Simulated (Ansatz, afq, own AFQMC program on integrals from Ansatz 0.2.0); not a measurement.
# YH₂O₂, doublet: AFQMC among the cluster methods

```xyz
5

Y     0.2050   -0.4606   -0.5882
O     1.9263   -0.2029    0.3820
O    -1.1881   -1.7527    0.0121
H     2.6598   -0.2487    0.9946
H    -1.6966   -2.4166    0.4767
```

Connectivity, by distances: OH–Y–OH.

Basis def2-TZVP with its core potentials. Only valence electrons are correlated. Integrals, coupled cluster, full CI and functionals: Ansatz 0.2.0; the random walks run on the same integrals in our own AFQMC program. ph-AFQMC/CISD is guided by a CISD state made of CCSD amplitudes; releasing the constraint for a short imaginary time cuts its bias at the price of noise, slowly where states lie close. Uncertainties: one standard error, sampling alone. No spin–orbit coupling. The metal's outer-core s and p shells are frozen, which shifts wave-function levels against functionals.

Determinant: UHF, the one that the program's search chose, which needn't be the lowest solution. The geometry is a PBE0/def2-SVP stationary point of this or a neighbouring charge and spin state.

No full CI on the walks' own integrals is used here. The released AFQMC energy serves as the reference, which it does only where one determinant dominates, the energy is flat over the last release times and near the phaseless one (40 meV or 2 meV an electron, half that with transition metals). On small molecules, where full CI could be run and the noise was under 10 meV, such values lay within 10 meV of it in 19 cases of 20, a flattering rate, since the rule was set on those same cases; what remains of the bias isn't in the error bar.

Cautions: no spin-orbit coupling; outer-core shells of the metal frozen; the released value is read at 1.20 1/Eh, later times being too noisy (meV from the phaseless value at times in 1/Eh: -2 ± 6 at 0.24, -5 ± 6 at 0.60, -8 ± 8 at 1.20, -16 ± 17 at 1.80, 3 ± 19 at 2.60); released reference can be 30 meV off for metals.

The T1 diagnostic is 0.0183, the weight of the determinant in the CISD state is 0.864 and the ⟨S²⟩ of the determinant is 0.751. The size of the correlated space is 17 electrons in 108 orbitals.

```csv
level,correlation energy (eV)
MP2,-14.6781
CCSD,-14.6962
CCSD(T),-15.2214
```

Question: Estimate where phaseless AFQMC with a CISD trial lies against CCSD(T) on the same integrals.

Answer: 33.9 ± 7.6 meV below CCSD(T).

Reference: AFQMC with the constraint released, correlation energy -15.263 ± 0.008 eV.

```csv
level,E − E(reference) (meV),share of correlation (%)
CCSD(T),42.1 ± 7.6,99.72
ph-AFQMC/CISD,8.2 ± 10.7,99.95
```

Released energies are given only where the last usable release times agree within the noise; a slower fall can still hide under it.
